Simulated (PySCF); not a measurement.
Compound: 2,3-dihydrothiophene, C4H6S.
Bonds: C1–C2 (double), C2–S3, S3–C4, C4–C5, C1–C5. Hydrogens: H6 on C1; H7 on C2; H8, H9 on C4; H10, H11 on C5.

Computed with PySCF at PBE0/pcSseg-1 and CAM-B3LYP/def2-SVPD, non-relativistic, on one gas-phase PBE0-D3(BJ)/def2-SVP geometry that isn't relaxed in the solvent. The solvent is an IEF-PCM continuum (van der Waals radii × 1.2). The model holds no explicit solvent molecules, cavitation or dispersion.

Gas phase at PBE0/pcSseg-1: HOMO -5.90 eV, LUMO 0.22 eV, dipole 1.63 D.

Problem. What does the continuum do to the energy, the frontier levels and the dipole at PBE0/pcSseg-1 in benzene and water?

Solution. 
```
solvent      ε  E(solvent) − E(gas) (kcal/mol)  polarisation term (kcal/mol)  distortion of the solute (kcal/mol)  HOMO (eV)  LUMO (eV)  dipole (D)
benzene  2.271                           -1.45                         -1.55                                 0.10      -5.92       0.24        1.93
  water  78.36                           -3.34                         -3.87                                 0.53      -5.99       0.23        2.33
```

The polarisation term is half the interaction of the solute with the surface charges that it induces; the rest is the cost of distorting the solute's density. The sum is the electrostatic part of solvation alone. From benzene to water the lowering changes by a factor 2.30, Onsager's factor (ε − 1)/(2ε + 1) by 2.14 and ε itself by 34.5.

Problem. Which radius a makes the point-dipole formula ΔE = −[(ε − 1)/(2ε + 1)]·μ²/a³ give the value in water, with the gas-phase dipole?

Solution. μ = 0.643 au and |ΔE| = 0.00532 Eh give a = 1.78 Å; the farthest nucleus lies 2.64 Å from the centroid of the nuclei, so such a sphere wouldn't even hold the nuclei. The formula assumes a rigid point dipole at the centre of a sphere.

Problem. Which Hirshfeld charges (PBE0/pcSseg-1) respond most in benzene (means over atoms taken as equivalent)?

Solution. 
| atoms | environment | gas (e) | solvent (e) | change |
| --- | --- | --- | --- | --- |
| S3 | sulfide sulfur | -0.001 | -0.017 | -0.016 |
| C2 | alkene CH carbon | -0.074 | -0.077 | -0.003 |
| H6 | vinylic hydrogen | +0.051 | +0.054 | +0.003 |
| H10/H11 | methylene hydrogen | +0.043 | +0.046 | +0.003 |
| H8/H9 | methylene hydrogen | +0.042 | +0.045 | +0.003 |
| H7 | vinylic hydrogen | +0.056 | +0.058 | +0.002 |
| C4 | sp3 carbon bound to sulfur | -0.065 | -0.064 | +0.001 |
| C1 | alkene CH carbon | -0.070 | -0.069 | +0.001 |

Gas phase at CAM-B3LYP/def2-SVPD: HOMO -7.15 eV, LUMO 1.21 eV, dipole 1.66 D.

Problem. What does the continuum do to the energy, the frontier levels and the dipole at CAM-B3LYP/def2-SVPD in benzene and water?

Solution. 
```
solvent      ε  E(solvent) − E(gas) (kcal/mol)  polarisation term (kcal/mol)  distortion of the solute (kcal/mol)  HOMO (eV)  LUMO (eV)  dipole (D)
benzene  2.271                           -1.45                         -1.56                                 0.11      -7.16       1.24        1.98
  water  78.36                           -3.36                         -3.98                                 0.62      -7.22       1.23        2.43
```

Problem. How does the static polarisability (CAM-B3LYP/def2-SVPD, frozen core, with the continuum's full static response) change?

Solution. 
| medium | isotropic (au) | principal values (au) | ⟨r²⟩ of the electrons (bohr²) |
| --- | --- | --- | --- |
| gas | 65.3 | 50.8, 66.8, 78.2 | 456.5 |
| benzene | 75.8 | 58.5, 76.8, 92.2 | 456.5 |
| water | 92.7 | 73.6, 91.3, 113.3 | 456.2 |

The isotropic value in water is 1.42 times the gas-phase one; no cavity-field correction is applied. ⟨r²⟩ is taken about the centre of nuclear charge.
